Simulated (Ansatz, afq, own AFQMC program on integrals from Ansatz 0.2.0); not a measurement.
**AlNH, doublet → AlNH, quartet**

```xyz
3

Al    0.0000    0.0000    0.0508
N     0.0000    0.0000   -1.6818
H     0.0000    0.0000    1.6309
```

Connectivity, by distances: AlH–N.

E(quartet, charge +0) − E(doublet, charge +0) at this geometry, on UHF and UHF determinants.

Basis 6-31G. Only valence electrons are correlated. Ansatz 0.2.0 and our own AFQMC program on the same integrals; the CISD trial comes from CCSD amplitudes, and released means the phaseless constraint is let go. Error bars are statistical, one sigma. The errors of all members are added in quadrature.

Full CI on the same integrals is exact in this basis and with this determinant's frozen core.

Errors are counted within 6-31G, not against nature.

Cautions: AlNH (doublet): strong correlation (T1 0.102, weight of the determinant 0.72, largest double 0.15), unrestricted determinant spin contaminated (⟨S²⟩ 1.34 against 0.75), the released energies have errors that jump between times, so the bars are unsure, so no released level is given (meV from the phaseless value at times in 1/Eh: -6 ± 3 at 0.24, -11 ± 3 at 0.51, 2 ± 21 at 0.99, -21 ± 4 at 1.62, -27 ± 4 at 2.40), though the last usable value meets full CI within the noise, the ph-AFQMC/CISD walk drifts between its halves (2.2 errors), its ph-AFQMC/CISD value lies 32 ± 5 meV above full CI; AlNH (quartet): another spin lies lower, the search met a lower determinant of the same kind, perhaps of another symmetry (101 meV lower), and this one is a saddle point, its ph-AFQMC/CISD value lies 15 ± 3 meV above full CI; core correlation is missing, and it shifts such a gap most where an s electron is promoted.

Reference (full CI): 260.0 kJ/mol.

| level | vertical spin gap (kJ/mol) | error against FCI (kJ/mol) |
| --- | --- | --- |
| HF | 148.0 | -112.0 |
| MP2 | 197.8 | -62.2 |
| CCSD | 246.4 | -13.6 |
| CCSD(T) | 253.2 | -6.8 |
| ph-AFQMC/CISD | 258.4 ± 0.6 | -1.6 ± 0.6 |

Correlation beyond CCSD(T) adds 6.8 kJ/mol. The perturbative (T) step is worth +6.8 kJ/mol. Where the cautions show a poor determinant, the low rows tell how each method copes with it, not its usual error.

A walk keeps the symmetry of its determinant, which the program's search chose and which needn't be the lowest solution, so a lower state of the same spin and another symmetry isn't excluded.
